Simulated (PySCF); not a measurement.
# Working with the constants of SiH

UHF-CCSD(T) constants of SiH, ²Π (doublet), unpaired electrons π ↑ (basis Si def2-TZVPPD, H def2-TZVPPD; no relativity; PySCF 2.14; masses 27.9769 and 1.0078 u):

| Quantity | Value |
| --- | --- |
| ωe | 2041.5 cm⁻¹ |
| ωexe | 35.3 cm⁻¹ |
| Be | 7.4644 cm⁻¹ |
| αe | 0.212 cm⁻¹ |
| D (centrifugal) | 0.000399 cm⁻¹ |
| De to Si + H | 3.12 eV |

Task: Give the vibrational terms G(v) and spacings up to v = 6.

Result: G(v) = ωe(v+½) − ωexe(v+½)².

| v | G(v) (cm⁻¹) | G(v) − G(v−1) | Bv (cm⁻¹) |
| --- | --- | --- | --- |
| 0 | 1012 |  | 7.358 |
| 1 | 2983 | 1971 | 7.146 |
| 2 | 4883 | 1900 | 6.934 |
| 3 | 6713 | 1830 | 6.722 |
| 4 | 8472 | 1759 | 6.510 |
| 5 | 10160 | 1688 | 6.298 |
| 6 | 11778 | 1618 | 6.086 |

Task: How well does the Morse estimate ωe²/(4ωexe) reproduce De, and what is D0?

Result: It gives 3.66 eV, 117 % of the computed De. D0 = De − G(0) = 3.12 − 0.13 = 2.99 eV.

Correlated steps freeze 5 core orbitals. The state was picked by a PBE0 search and need not be the measured ground state.
